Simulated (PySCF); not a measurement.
Gas-phase reaction: 2 AlF₃ + Cl₂ = 2 AlCl + 6 F

Computed with PySCF (xtb for GFN2) and rigid-rotor harmonic-oscillator thermochemistry at 1 bar. Table values come from the NASA 1993 polynomials. After a fit of one offset per element over all species, the range-separated, M06-2X, PBE0/def2-QZVP and CCSD(T)/def2-TZVPP enthalpies, where run, lie to one side of the table for AlCl (-22 kJ/mol): a fault of the table's entry, another state or a shared error of the levels is possible; this was not checked at source. † marks an energy on the PBE0/def2-TZVP geometry and frequencies; other levels use their own. CCSD(T) freezes the core. Open shells (unrestricted): F (multiplicity 2, electronic degeneracy 6); the rest are closed-shell singlets. GFN2 has no spin-polarisation term. Spin-orbit splitting is ignored; it lowers the true energy and changes the entropy of F. B3LYP is the form with VWN-RPA correlation. CCSD(T) isn't extrapolated to the basis-set limit; its ΔH°(298 K) is 2522.6 kJ in def2-SVP and 2692.9 kJ in def2-TZVPP. The harmonic model lacks anharmonicity and excited electronic states, which grow with temperature; levels with a mode under 35 cm⁻¹ are left out. The table's entry may be an old estimate for AlF₃, AlCl (not checked at source).

| level | ΔH°(298 K), kJ | minus table | ΔG°(600 K), kJ |
|---|---|---|---|
| table | 2792.0 | - | 2408.5 |
| B3LYP/def2-TZVP† | 2694.6 | -97.4 | 2306.8 |
| BLYP/def2-TZVP† | 2746.1 | -45.9 | 2358.3 |
| CCSD(T)/def2-TZVPP† | 2692.9 | -99.1 | 2305.2 |
| GFN2-xTB | 2889.6 | 97.6 | 2509.9 |
| PBE0/def2-QZVP† | 2695.9 | -96.1 | 2308.1 |
| LDA/def2-TZVP† | 3213.7 | 421.7 | 2825.9 |
